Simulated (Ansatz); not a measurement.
System: bcc Mo. Method: PBE0 (plane waves, PAW; Ansatz, a program for electronic structure).

Numerical settings: plane-wave cutoff 460 eV, 14×14×14 k mesh, Fermi–Dirac smearing 0.05 eV, no spin polarisation, scalar-relativistic PAW data made under PBE.

A third-order Birch–Murnaghan fit to the energies gives V0 = 15.448 Å³/atom, B0 = 292 GPa, B′ = 4.2.

| V (Å³/atom) | P (GPa) |
|---|---|
| 14.680 | ? |
| 15.067 | ? |
| 15.437 | 0.29 |
| 15.839 | ? |
| 16.226 | ? |

**Question.** Estimate the withheld pressures from this fit; the answers are the runs' own values.

**Answer.** 
- 14.680, P (GPa): 16.66
- 15.067, P (GPa): 7.68
- 15.839, P (GPa): -6.93
- 16.226, P (GPa): -13.00

The formula P = (3/2) B0 (x^(7/3) − x^(5/3)) [1 + (3/4)(B′ − 4)(x^(2/3) − 1)] with x = V0/V meets the computed pressures within 0.09 GPa when these rounded values are put in.

Measured, for comparison: bulk modulus 265 GPa (zero-point energy and finite temperature contributions removed, our sources range from 265 to 278; as tabulated in doi:10.1021/acs.jctc.3c00612); equilibrium volume per atom 15.49 Å³/atom (static lattice: zero-point anharmonic expansion removed; as tabulated in Mejia-Rodriguez and Trickey (2018), arXiv:1807.09216). Computed (rounded) less measured: bulk modulus +10 % (+5 % to +10 % over the range), equilibrium volume per atom -0.3 %.

Static lattice: no zero-point or thermal effects.
